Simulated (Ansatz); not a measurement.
Species: C2H3O2 (charge -1, singlet). It need not be the lowest isomer of its formula. Whether it binds its extra electron was not tested at this geometry. 
Coordinates optimised at B3LYP-D3(BJ)/def2-TZVP (Ansatz, a first-principles code):
```
O
C 1 1.2945
O 2 1.2264 1 129.08
H 2 1.1099 3 121.40 1 -179.26
C 1 1.5065 2 122.06 4 172.39
H 5 1.1001 1 105.12 2 34.26
H 5 1.1034 6 106.79 1 -106.05
```
Charge -1, spin multiplicity 1.

Basis-set convergence of Hartree-Fock and CCSD(T) correlation energies (hartree) with Ansatz. Valence correlation only, unless marked. No spin-orbit coupling. No relativistic terms.

```
basis        functions       E(HF)  E(corr, CCSD(T))  rough core time
-----------  ---------  ----------  ----------------  ---------------
aug-cc-pVDZ        119  -227.15867          -0.73950             29 s
aug-cc-pVTZ        253  (withheld)        (withheld)            8 min
```

Q: Complete the blanks.

A: 
- aug-cc-pVTZ, E(HF): -227.21438
- aug-cc-pVTZ, E(corr, CCSD(T)): -0.88169
